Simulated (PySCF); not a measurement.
Fluorine: a sound run and one with changed settings

Sound run: F [He] 2s2 2p5, F+ [He] 2s2 2p4. All numbers are calculated (PySCF 2.14, scalar relativity by spin-free X2C-1e, in x2c-TZVPall). In the sound run the correlated levels freeze 1s2. The sound run starts from symmetry-adapted Hartree-Fock orbitals and uses a fine grid where one is needed.

Changed run: a valence shell is frozen. This setting is unsound on purpose.

```tsv
species	method	sound run (hartree)	changed run (hartree)	converged
F	MP2	-99.69685	-99.62083	yes
F	CCSD(T)	-99.71230	-99.62821	yes
F+	MP2	-99.06494	-98.99054	yes
F+	CCSD(T)	-99.08260	-98.99749	yes
```

Ionisation energy of F:

```tsv
method	sound run (eV)	changed run (eV)
UHF	15.641	15.641
MP2	17.195	17.151
SCS-MP2	17.180	17.211
CCSD	17.093	17.125
CCSD(T)	17.135	17.163
```

Freezing a valence shell removes pair correlation that changes on ionisation.

For comparison, NIST gives 17.423 eV between the lowest levels.
